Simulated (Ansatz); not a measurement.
Computed with Ansatz on PBE0-D4/def2-TZVP structures; ΔE is electronic, products minus reactants. CCSD(T)/CBS is the MP2 limit (def2-TZVPP, def2-QZVPP) plus CCSD(T) − MP2 in def2-TZVPP, frozen cores. DFT in def2-TZVPP. One conformer a species, not always the lowest.

`COCN=C=N` → `N/C=C(\N)C=O`  (isomerisation)

```tsv
species	r2SCAN-D4 energy (Eh)
`COCN=C=N`	-302.57027
`N/C=C(\N)C=O`	-302.59890
```

Task: Work out ΔE.

Result: ΔE = (-302.59890) − (-302.57027) = -0.02863 Eh = -75.2 kJ/mol. CCSD(T)/CBS gives -77.1 kJ/mol.

Largest T1 diagnostic among the species: 0.016.

In def2-TZVPP, CCSD(T) changes the Hartree–Fock value by −3.6 kJ/mol (the triples alone add +0.6 kJ/mol) and MP2 by −4.9 kJ/mol.
